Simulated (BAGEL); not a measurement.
**A workflow on CH4Si (SMILES C[SiH])**

We compute the energy (HF/cc-pVDZ), then a single-point energy (CASSCF(2,2)/cc-pVDZ) of CH4Si. 

The results are computed with BAGEL 1.2.2.

4 further runs of the same task are left out: 4 set aside as unsound or not needed.

## 1. The structure to begin with

CH4Si: 6 atoms, total charge 0, spin state singlet. SMILES: `C[SiH]`. One bond was lengthened or shortened from a relaxed shape.

Bond lengths: C1–Si2 1.892 Å, C1–H3 1.152 Å, C1–H4 1.091 Å, C1–H5 1.098 Å, Si2–H6 1.531 Å. Angles: C1–Si2–H6 94.2°, Si2–C1–H3 109.7°, Si2–C1–H4 113.8°, Si2–C1–H5 109.5°, H3–C1–H4 109.0°, H3–C1–H5 105.5°, H4–C1–H5 109.0°.

## 2. The energy at HF/cc-pVDZ (density fitting with svp-jkfit) (run 1)

Input file job.json:

```json
{ "bagel" : [

{
  "title" : "molecule",
  "basis" : "cc-pvdz.json",
  "df_basis" : "svp-jkfit",
  "angstrom" : true,
  "geometry" : [
    { "atom" : "C", "xyz" : [      -0.040369,      -0.363797,      -0.383695 ] },
    { "atom" : "Si", "xyz" : [       0.970431,       0.212003,       1.108905 ] },
    { "atom" : "H", "xyz" : [      -1.156900,      -0.410100,      -0.102200 ] },
    { "atom" : "H", "xyz" : [       0.268131,      -1.333397,      -0.776395 ] },
    { "atom" : "H", "xyz" : [       0.029131,       0.384203,      -1.184195 ] },
    { "atom" : "H", "xyz" : [       0.195331,       1.522203,       1.270605 ] }
  ]
},

{
  "title" : "hf"
},

{
  "title" : "print",
  "file" : "orbitals.molden",
  "orbitals" : true
}

]}
```

The basis set cc-pVDZ is read from a file made from the Basis Set Exchange's data (not shown).

Launch:

```sh
$ BAGEL_NUM_THREADS=1 BAGEL job.json > job.out
```

What it wrote:

```text
* using 1 threads per process

  ===============================================================
  ===============================================================

  *** Geometry ***

  { "atom" : "C", "xyz" : [     -0.076286,     -0.687477,     -0.725078 ] },
  { "atom" : "Si", "xyz" : [      1.833849,      0.400628,      2.095527 ] },
  { "atom" : "H", "xyz" : [     -2.186224,     -0.774977,     -0.193130 ] },
  { "atom" : "H", "xyz" : [      0.506694,     -2.519755,     -1.467174 ] },
  { "atom" : "H", "xyz" : [      0.055050,      0.726038,     -2.237804 ] },
  { "atom" : "H", "xyz" : [      0.369122,      2.876547,      2.401095 ] },

  Number of auxiliary basis functions:      275

  Since a DF basis is specified, we compute 2- and 3-index integrals:
    o Being stored without compression. Storage requirement is 0.006 GB

  Number of basis functions:       52
  Number of electrons      :       24

    * METHOD: MOLECULE                             0.06

  *** RHF ***

  === Nuclear Repulsion ===
    48.4043231444

      * DIIS with orbital gradients will be used.

  === RHF iteration (cc-pvdz.json) ===
      0       -328.96470614          0.01885500           0.01
      1       -329.04515463          0.00929430           0.01
      2       -329.06288383          0.00184892           0.01
      3       -329.06425284          0.00025300           0.01
      4       -329.06427927          0.00008406           0.01
      5       -329.06428276          0.00002017           0.01
      6       -329.06428291          0.00000418           0.01
      7       -329.06428292          0.00000125           0.01
      8       -329.06428292          0.00000039           0.01
      9       -329.06428292          0.00000017           0.01
     10       -329.06428292          0.00000007           0.01
     11       -329.06428292          0.00000001           0.01
     12       -329.06428292          0.00000000           0.01
    * SCF iteration converged.

    * Permanent dipole moment:
           (    0.273735,     0.041634,     0.335828) a.u.

    * METHOD: HF                                   0.18

    * METHOD: PRINT                                0.00

  ===============================================================
```

Wall time 0.5 s (1 thread of Intel Xeon Platinum 8488C (Sapphire Rapids), shared host); peak memory 0.14 GiB.

## 3. The energy at CASSCF(2,2)/cc-pVDZ (density fitting with svp-jkfit, 2 states averaged) (run 2)

Input file calc.json:

```json
{ "bagel": [

{
  "title": "molecule",
  "basis": "cc-pvdz.json",
  "df_basis": "svp-jkfit",
  "angstrom": true,
  "geometry": [
    { "atom": "C", "xyz": [      -0.040369,      -0.363797,      -0.383695 ] },
    { "atom": "Si", "xyz": [       0.970431,       0.212003,       1.108905 ] },
    { "atom": "H", "xyz": [      -1.156900,      -0.410100,      -0.102200 ] },
    { "atom": "H", "xyz": [       0.268131,      -1.333397,      -0.776395 ] },
    { "atom": "H", "xyz": [       0.029131,       0.384203,      -1.184195 ] },
    { "atom": "H", "xyz": [       0.195331,       1.522203,       1.270605 ] }
  ]
},

{
  "title": "hf"
},

{
  "title": "casscf",
  "nstate": 2,
  "nact": 2,
  "nclosed": 11,
  "active": [10, 16],
  "maxiter": 200,
  "fci_algorithm": "kh",
  "natocc": true
},

{
  "title": "print",
  "file": "orbitals.molden",
  "orbitals": true
}

]}
```

The basis set cc-pVDZ is read from a file made from the Basis Set Exchange's data (not shown).

Launch:

```sh
$ BAGEL_NUM_THREADS=1 BAGEL calc.json > calc.out
```

What it wrote:

```text
* using 1 threads per process

  ===============================================================
  ===============================================================

  *** Geometry ***

  { "atom" : "C", "xyz" : [     -0.076286,     -0.687477,     -0.725078 ] },
  { "atom" : "Si", "xyz" : [      1.833849,      0.400628,      2.095527 ] },
  { "atom" : "H", "xyz" : [     -2.186224,     -0.774977,     -0.193130 ] },
  { "atom" : "H", "xyz" : [      0.506694,     -2.519755,     -1.467174 ] },
  { "atom" : "H", "xyz" : [      0.055050,      0.726038,     -2.237804 ] },
  { "atom" : "H", "xyz" : [      0.369122,      2.876547,      2.401095 ] },

  Number of auxiliary basis functions:      275

  Since a DF basis is specified, we compute 2- and 3-index integrals:
    o Being stored without compression. Storage requirement is 0.006 GB

  Number of basis functions:       52
  Number of electrons      :       24

    * METHOD: MOLECULE                             0.06

  *** RHF ***

  === Nuclear Repulsion ===
    48.4043231444

      * DIIS with orbital gradients will be used.

  === RHF iteration (cc-pvdz.json) ===
      0       -328.96470614          0.01885500           0.01
      1       -329.04515463          0.00929430           0.01
      2       -329.06288383          0.00184892           0.01
      3       -329.06425284          0.00025300           0.01
      4       -329.06427927          0.00008406           0.01
      5       -329.06428276          0.00002017           0.01
      6       -329.06428291          0.00000418           0.01
      7       -329.06428292          0.00000125           0.01
      8       -329.06428292          0.00000039           0.01
      9       -329.06428292          0.00000017           0.01
     10       -329.06428292          0.00000007           0.01
     11       -329.06428292          0.00000001           0.01
     12       -329.06428292          0.00000000           0.01
    * SCF iteration converged.

    * Permanent dipole moment:
           (    0.273735,     0.041634,     0.335828) a.u.

    * METHOD: HF                                   0.19

  ---------------------------
      CASSCF calculation
  ---------------------------

    ==== Active orbitals : =====
         Orbital 10
         Orbital 16
    ============================

    * nstate   :      2
    * nclosed  :     11
    * nact     :      2
    * nvirt    :     39
  === CASSCF iteration (cc-pvdz.json) ===

    * Using the second-order algorithm

      0  0      -329.06557184     1.00e-02      0.00
      0  1      -328.50928028     0.00e+00      0.00

      1  0      -329.06114993     1.72e-03      0.07
      1  1      -328.52845778     0.00e+00      0.07

      2  0      -329.05958890     3.53e-03      0.08
      2  1      -328.57145255     0.00e+00      0.08

      3  0      -329.05702694     4.36e-03      0.07
      3  1      -328.62737827     0.00e+00      0.07

      4  0      -329.05475615     4.45e-03      0.07
      4  1      -328.67703465     0.00e+00      0.07

      5  0      -329.05348061     4.21e-03      0.07
      5  1      -328.72921470     0.00e+00      0.07

      6  0      -329.05544335     4.84e-03      0.06
      6  1      -328.81551923     0.00e+00      0.06

      7  0      -329.06278423     5.10e-03      0.06
      7  1      -328.95485604     0.00e+00      0.06

      8  0      -329.06433302     6.56e-04      0.06
      8  1      -328.96749642     0.00e+00      0.06

      9  0      -329.06505121     3.68e-05      0.06
      9  1      -328.96691827     0.00e+00      0.06

     10  0      -329.06506152     9.80e-06      0.06
     10  1      -328.96690891     0.00e+00      0.06

     11  0      -329.06506240     2.69e-06      0.06
     11  1      -328.96690809     0.00e+00      0.06

     12  0      -329.06506249     7.41e-07      0.06
     12  1      -328.96690801     0.00e+00      0.06

     13  0      -329.06506250     2.04e-07      0.05
     13  1      -328.96690800     0.00e+00      0.05

     14  0      -329.06506250     5.63e-08      0.05
     14  1      -328.96690800     0.00e+00      0.05

     15  0      -329.06506250     1.55e-08      0.05
     15  1      -328.96690800     0.00e+00      0.05

     16  0      -329.06506250     4.25e-09      0.04
     16  1      -328.96690800     0.00e+00      0.04

    * Second-order optimization converged. *

     guess   0:   closed 1.                   open ..
     guess   1:   closed ..                   open 11

  === FCI iteration ===

      0  0      -329.06192533     1.34e-02      0.00
      0  1      -328.96690800     1.17e-05      0.00

      1  0 *    -329.06506250     5.71e-15      0.00
      1  1 *    -328.96690800     1.26e-16      0.00

     * ci vector, state   0, <S^2> = 0.0000
       2.     0.9932567798
       .2    -0.1159262114

     * ci vector, state   1, <S^2> = 0.0000
       ab    -0.7071060448
       ba    -0.7071060448

    * METHOD: CASSCF                               1.02

    * METHOD: PRINT                                0.00

  ===============================================================
```

Run time: 1.5 s. Hardware: 1 thread of Intel Xeon Platinum 8488C (Sapphire Rapids), shared host; peak memory 0.14 GiB.

## 4. Results

| quantity | value |
| --- | --- |
| run 1, HF/cc-pVDZ: total energy | -329.06428 Eh |
| run 1, HF/cc-pVDZ: dipole moment | 1.11 D |
| run 1, HF/cc-pVDZ: HOMO energy | -8.61 eV |
| run 1, HF/cc-pVDZ: LUMO energy | 0.82 eV |
| run 1, HF/cc-pVDZ: HOMO–LUMO gap | 9.43 eV |
| run 2, CASSCF(2,2)/cc-pVDZ: energy of the lowest of 2 roots | -329.06506 Eh |
| run 2, CASSCF(2,2)/cc-pVDZ: lowest excitation energy within this active space | 2.67 eV |

In words: The orbitals (run 2, CASSCF(2,2)/cc-pVDZ) are averaged over several states, so each root lies above its own optimum (it can stand above Hartree-Fock), and forces and dipoles share that bias.
